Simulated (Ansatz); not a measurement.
System: fluorite CdF2. Method: r²SCANh (PAW; Ansatz, an electronic-structure program).

Settings: plane-wave cutoff 520 eV, 8×8×8 k mesh, Fermi–Dirac smearing 0.01 eV, scalar-relativistic PAW data made under PBE.

Properties against volume:

```
V (Å³/atom)  P (GPa)  direct gap at Γ (eV)  smallest gap on the k mesh (eV)
-----------  -------  --------------------  -------------------------------
12.292          6.76                 5.514                            5.056
12.616          3.17                 5.454                            4.956
13.070         -1.07                 5.369                            4.819
13.263         -2.63                 5.332                            4.763
13.586         -4.96                 5.268                            4.670
```

The fundamental gap (4.86 eV at the equilibrium volume, on the SCF mesh) lies elsewhere than Γ–Γ.

Measured, for comparison: band gap 7.8 eV (temperature not stated, no zero-point or thermal correction, indirect W–Γ; as tabulated in Cappellini et al. (2013), arXiv:1302.2571).

Spin–orbit coupling is not included.
